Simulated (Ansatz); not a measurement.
W (bcc, W type): values from a third-order Birch-Murnaghan fit to a volume scan beside measured ones. Computed values: r2SCAN (plane waves to 500 eV, PAW, scalar-relativistic; Ansatz, a quantum-chemistry and plane-wave program). Spin-orbit coupling is left out, though W is heavy. W is run without spin polarisation. W was relaxed with its symmetry unable to fall.

| quantity | reference | kind |
|---|---|---|
| Lattice constant a (Å) | 3.16 | measured, corrected to the static lattice |

References as given in: Daniel Mejia-Rodriguez, S. B. Trickey, Physical Review B (2018), arXiv:1807.09216.

Estimate the r2SCAN values and the sign and size of each difference.


| quantity | r2SCAN | difference |
|---|---|---|
| Lattice constant a (Å) | 3.169 | +0.3 % |

For the lattice constant a it lies within 0.3 % of the reference.

(Under strain, the slope of the energy per volume gives the stress and its curvature an elastic modulus.)
